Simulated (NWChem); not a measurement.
Molecule: sulfur dioxide (SO₂); SMILES O=S=O

Computed with NWChem. Structure relaxed at the PBE0/def2-SVP level. Total energies compare along this basis series because the functional is fixed.

| level | basis functions | energy (Ha) | highest occupied level (eV) | orbital gap (eV) | dipole (D) |
|---|---|---|---|---|---|
| PBE/def2-SVP | 46 | -548.0407 | ___ | 3.38 | 1.61 |
| PBE/def2-SVPD | 73 | -548.0666 | -8.13 | 3.40 | 1.61 |
| PBE/def2-TZVP | 99 | -548.4018 | -7.93 | 3.49 | 1.61 |
| PBE/def2-TZVPP | 104 | -548.4021 | -7.94 | 3.49 | 1.61 |
| PBE/def2-QZVP | 184 | -548.4276 | -8.06 | 3.51 | 1.60 |

Task: Fill in the missing entries.

Result: 
- PBE/def2-SVP, highest occupied level (eV): -7.58
